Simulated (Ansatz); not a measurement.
Ideal-gas functions of `OCC#CF` at 800 K and 1 bar, from an Ansatz frequency run at PBE0-D4/def2-TZVP.

Molar mass 74.05 g/mol, point group C1 (symmetry number 1), electronic degeneracy 1, moments of inertia 17.65, 243.065, 256.665 u Å². Harmonic wavenumbers (cm⁻¹, unscaled): 135, 206, 308, 391, 400, 529, 784, 985, 1082, 1221, 1294, 1359, 1423, 1489, 2457, 3016, 3098, 3860.

Use S(trans) = R[1.5 ln M + 2.5 ln T − 1.1517]; rotational temperatures θ = 24.2544 K / I; S(rot) = R[ln(√π/σ · √(T³/θAθBθC)) + 1.5]; for each mode x = 1.438777 ν̃/T, S = R[x/(eˣ − 1) − ln(1 − e⁻ˣ)] and H = RT x/(eˣ − 1); 1 cm⁻¹ = 0.0119627 kJ/mol; R = 8.31446 J/(mol·K).

Q: By hand: the entropy, in J/(mol·K).

A: Translation 183.1. Rotation: θ = 1.3742, 0.0998, 0.0945 K, giving 118.7. Vibration, mode by mode: 20.10, 16.62, 13.33, 11.41, 11.23, 9.04, 6.11, 4.57, 3.98, 3.27, 2.95, 2.69, 2.45, 2.23, 0.55, 0.24, 0.21, 0.06, in all 111.0. Electronic 0.0. Sum 412.8 J/(mol·K).

Q: By hand: H − E and G − E in kJ/mol, counted from the electronic energy.

A: Zero-point energy ½ × 24037 × 0.0119627 = 143.8; thermal vibration 45.6; translation, rotation and pV give 4 RT = 26.6. H − E = 216.0 kJ/mol, and G − E = 216.0 − 800 × 412.8/1000 = -114.2 kJ/mol.

Vibration gives 27 % of the entropy, 20.1 J/(mol·K) of it from the mode under 150 cm⁻¹: soft modes count most, and the harmonic formula is weakest for them. The sum counts one conformer and one mirror image; others add a mixing term.
